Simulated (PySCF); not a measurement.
Gas-phase reaction: 2 SiCl + 2 H3SiSiCl3 ⇌ Si2H6 + 4 SiCl2

Energies from PySCF, thermal terms from the rigid-rotor harmonic-oscillator model, ideal gas at 1 bar. † marks an energy on the PBE0/def2-TZVP geometry and frequencies. MP2 freezes the core. Open shells (unrestricted): SiCl (multiplicity 2); the rest are closed-shell singlets. Spin-orbit splitting is ignored; it lowers the true energy and changes the entropy of SiCl. H3SiSiCl3: computed as isolated molecules; such fragments, hydroxides, amides, oligomers or adducts are transient or little studied in the gas. MP2 isn't extrapolated to the basis-set limit.

```tsv
level	ΔH°(298 K), kJ
HF/def2-TZVP†	93
MP2/def2-TZVPP†	[?]
PBE0/def2-SVP†	[?]
r2SCAN/def2-TZVP†	44
LDA/def2-TZVP†	[?]
ωB97X-V/def2-TZVP†	40
```

Complete the blanks.


- MP2/def2-TZVPP†, ΔH°(298 K), kJ: 37
- PBE0/def2-SVP†, ΔH°(298 K), kJ: 27
- LDA/def2-TZVP†, ΔH°(298 K), kJ: 2
